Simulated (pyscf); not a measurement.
Routes from H₂B–O–GeH₃ + HCl

Candidate steps break at most two bonds and form at most two. Each was searched with GFN2-xTB (tblite) first. Structures and frequencies: ωB97X-D3(BJ)/def2-SVP in PySCF. Energies: ωB97M-D3(BJ)/def2-TZVP, kcal/mol, from the separated reactants, singlet surface; ΔG‡ with ideal gas, 1 atm, RRHO with modes under 100 cm⁻¹ raised to 100, one conformer, R ln 2 for chiral ones without a mode under 150 cm⁻¹.

| products | type | ΔE‡ | ΔE | ΔG‡ 298 K | ΔG‡ 900 K | ν‡ (cm⁻¹) |
|---|---|---|---|---|---|---|
| Cl–GeH₃ + H₂B–OH | four-centre exchange | 12.6 | -11.8 | 24.3 | 46.0 | 217i |
| HO–GeH₃ + H₂B–Cl | four-centre exchange | 15.3 | +12.7 | 25.1 | 46.3 | 1129i |

Row 1: On the reactant side the descent ends in a complex, 5.8 kcal/mol under the separated species and 17.3 kcal/mol under the saddle at ωB97X-D3(BJ)/def2-TZVP. On the product side the descent ends in a complex, 4.4 kcal/mol under the separated species and 28.5 kcal/mol under the saddle at ωB97X-D3(BJ)/def2-TZVP. Row 2: On the reactant side the descent ends in a complex, 5.8 kcal/mol under the separated species and 20.3 kcal/mol under the saddle at ωB97X-D3(BJ)/def2-TZVP. On the product side the descent ends in an adduct with a B–O contact, 19.9 kcal/mol under the separated species and 22.1 kcal/mol under the saddle at ωB97X-D3(BJ)/def2-TZVP. 

Plain bond fissions and candidates not yet searched are not listed, and one of them may be faster. Each barrier is that of the saddle found; lower ones may exist. Elements up to Kr have no core potential and no relativistic terms here.
